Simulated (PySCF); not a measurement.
State search for O₂⁺

Unrestricted PBE0; PySCF, spin-free X2C with a Gaussian nucleus, basis sets O x2c-SVPall. Outer shells of the fragments: O+ 2s2 2p3; O 2s2 2p4.

Followed along the bond (rough minima from three points):

```json
{"2Ms+1": "2", "unpaired": "π ↑", "⟨S²⟩ at the start": "0.98", "R at minimum (Å)": "1.10", "Te (eV)": "0.00"}
{"2Ms+1": "4", "unpaired": "π ↑↑↑", "⟨S²⟩ at the start": "3.76", "R at minimum (Å)": "1.34", "Te (eV)": "3.78"}
```

Solutions found at the starting distance of 1.300 Å, counted from the lowest of them; the search is not exhaustive and high or unbound solutions are not listed, so other states can lie among these:

| 2Ms+1 | unpaired | term | E (eV) | ⟨S²⟩ | ⟨Lz²⟩ |
| --- | --- | --- | --- | --- | --- |
| 2 | π ↑ | ²Π | 0.00 | 0.98 | 1.07 |
| 4 | π ↑↑↑ | ⁴Π | 2.13 | 3.76 | 1.00 |
| 2 | π ↑↑↓ | mixed | 3.01 | 1.75 | 3.01 |
| 4 | σ ↑, π ↑↑ | ⁴Σ⁻ | 4.15 | 3.76 | 0.00 |
| 2 | σ ↓, π ↑↑ | mixed | 5.29 | 1.77 | 0.00 |
| 2 | π ↑ | mixed | 5.68 | 0.75 | 3.00 |
| 2 | σ ↓, π ↑↑ | mixed | 9.53 | 1.77 | 2.00 |

A term symbol is given only where ⟨S²⟩ and ⟨Lz²⟩ are close to those of a pure state; real π, δ and φ orbitals otherwise mix terms, and g/u labels are left off.

Compare the gap between the two lowest followed solutions at the starting distance with the gap between their minima.

At PBE0 the second solution (quartet, unpaired electrons π ↑↑↑) lies +2.13 eV from the first (doublet, unpaired electrons π ↑) at 1.300 Å and +3.78 eV at the minima; the two curves relax by different amounts, since their minima lie near 1.34 and 1.10 Å.

Counting both spins, an empty level lies below a filled one in some of these solutions, because spin and occupation are held.
